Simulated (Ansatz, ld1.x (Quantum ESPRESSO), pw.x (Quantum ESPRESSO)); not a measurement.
## From atom to crystal: TM potential for zirconium (Zr)

Zr (Z = 40), norm-conserving Troullier–Martins (Kleinman–Bylander form), made with ld1.x (Quantum ESPRESSO) 7.5 (PBEsol, scalar-relativistic). Core [Kr], reference 4d2 5s1.75 5p0.25. Waves: 5p (bound): rc 3.60 bohr; 4d (bound): rc 2.45 bohr; 5s (bound): rc 2.40 bohr. Local part: the s channel. Core correction: none.

Atomic tests: cutoffs needed: 25 Ry and 35 Ry (the cutoffs (Ry, on a coarse ladder) from which the occupation-weighted sum of valence levels, in a spherical-Bessel basis at the reference potential, stays within 10 and 1 mRy of its value at 400 Ry); ghost test: no extra level below or beside the all-electron valence levels (p, d, s, f tested) (spherical-Bessel basis up to 400 Ry, 20 bohr box); largest excitation error: +95 meV (all-electron minus pseudo) for 4d1 5s2 5p0, out of 7 test configurations.

Crystal test: diamond Zr in pw.x 7.5, no spin, 8³ k-points, Fermi–Dirac smearing 0.01 Ry, cutoffs 45/180 Ry. The reference is all-electron LAPW (Ansatz 0.2.0) with the same functional, mesh and smearing; V0 and B0 come from Birch–Murnaghan fits to the pressures at five volumes. Errors are pseudo minus all-electron; Δ is the rms difference of the E(V) curves that follow from these fits, minima aligned, over ±6 % about the mean V0. Mesh and smearing are coarse, so the numbers serve the comparison and aren't converged zero-temperature values; the lattice is a test structure that the element need not adopt.

| V (Å³/atom) | P all-electron (GPa) | P pseudo (GPa) |
| --- | --- | --- |
| 27.656 | 2.03 | 3.75 |
| 28.384 | 0.98 | 2.79 |
| 29.112 | 0.02 | 1.89 |
| 29.840 | -0.86 | 1.06 |
| 30.568 | -1.66 | 0.31 |

All-electron: a0 = 6.153 Å (V0 = 29.13 Å³/atom), B0 = 36.7 GPa.

Pseudopotential: mean pressure error (GPa): +1.86. The pressure does not cross zero within the volumes sampled, so no fit is given. The largest radius (3.60 bohr) exceeds half the bond length (2.52 bohr), so the spheres overlap, which is one possible source of error among others. This is a poor potential for the solid.

Task: At the middle volume, how do free energy and pressure move when the wave cutoff is lowered (ecutrho kept at four times it)?

Result:

```
cutoff (Ry)  shift of F (meV/atom)  shift of P (GPa)
         20                 +515.8            -12.29
         27                  +33.7             -1.47
         36                   +3.5             -0.03
```

The run at the middle volume (29 k-points, 14 iterations) took about 14 s on one core of a shared host (Neoverse-V1, 32 threads, 247 GiB, load 25).
